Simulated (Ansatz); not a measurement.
# LiN+ (doublet): the correlation ladder, def2-QZVPP

The task here is to estimate one member of a computed series from the others.

Program: Ansatz 0.2.0, Gaussian basis. Level of theory: def2-QZVPP, core rule «outside noble gas», up to 2 orbitals frozen. These are calculated values, not measurements.

Plan: UHF; ROHF; CCSD(T) on UHF.

2 further runs of the same task are left out: 2 set aside as unsound or not needed.

## The system

The geometry is a PBE0/def2-TZVP stationary point (not a proven minimum) of the parent state, kept for this charge and spin.

2 atoms, charge 1, spin multiplicity 2.

Atoms are counted from 1 here; the program's logs count them from 0.

Bond lengths: N1–Li2 1.830 Å.

Set-up of the first run:

Contents of in.yaml:

```yaml
crystal:
  periodic: [false, false, false]
  atoms:
    - {symbol: N, position_ang: [0.000000, 0.000000, 0.000000]}
    - {symbol: Li, position_ang: [0.000000, 0.000000, 1.829700]}
basis:
  gaussian: {orbitals: "def2-QZVPP.json"}
total_charge: 1
magnetization: {spin_polarized: true, initial_magnetization: 1}
hamiltonian: {xc: hf}
output: {orbitals: {seedname: orbitals}}
```

Command:

```console
$ ansatz run in.yaml --threads 1 --pin off --events-out ev --progress --plain --max-ram 2393MiB
```

Among the steps run: UHF; ROHF; CCSD(T) on UHF.

One table of the session follows, with a row left open; its other results are not shown here.

| method | from UCCSD(T) (kJ/mol) |
| --- | --- |
| ROHF | ? |
| UHF | +406.9 |
| UMP2 | +151.8 |
| UCCSD | +52.4 |
| UCCSD(T) | 0 |

Estimate the missing values for ROHF.

As computed: from UCCSD(T) (kJ/mol): +579.9. In the column «from UCCSD(T) (kJ/mol)» it is the highest.

The program flags UCCSD(T) as in doubt (see the logs), so the zero of the table is itself unsure.

To keep in mind: The determinant is far from a pure spin state, so its energy mixes those of several spin states (harmless only where they are near-degenerate, as at dissociation). The program flags UCCSD(T) as in doubt, so the zero of the table is itself unsure. Warnings: spin contamination; coupled cluster took another determinant than the lowest.
